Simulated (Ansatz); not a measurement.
Consider the isomerisation: `COC1=NC1` → `C=CC(N)=O`.

Computed with Ansatz on PBE0-D4/def2-TZVP structures; ΔE is electronic, products minus reactants. CCSD(T)/CBS is the MP2 limit (def2-TZVPP, def2-QZVPP) plus CCSD(T) − MP2 in def2-TZVPP, frozen cores. DFT in def2-TZVPP. One conformer a species, not always the lowest.

CCSD(T)/CBS gives -53.2 kcal/mol.

Question: Another level gave -51.2 kcal/mol. Which?
A. CAM-B3LYP-D4/def2-TZVPP
B. PBE/def2-TZVPP
C. r2SCAN0/def2-TZVPP
D. HF/def2-TZVPP

Answer: B. PBE -51.2, r2SCAN0 -53.3, HF/def2-TZVPP -57.0, CAM-B3LYP-D4 -54.4 kcal/mol.

Question: What do rigid-rotor, harmonic-oscillator terms from PBE0-D4/def2-TZVP frequencies (298.15 K, 1 bar) make of the CCSD(T)/CBS value? (Best estimate.)

Answer: Computed: ΔZPE = 0.0 kcal/mol, ΔH = -53.1 kcal/mol, ΔS = 4 J/(mol·K), ΔG = -53.4 kcal/mol.

Largest T1 diagnostic among the species: 0.015.

At CCSD(T), def2-SVP lies +1.6 kcal/mol from the extrapolated value and def2-TZVPP +1.4 kcal/mol. From BLYP to BHLYP (50 % exact exchange), in def2-TZVPP and without D4, ΔE moves by −1.7 kcal/mol.
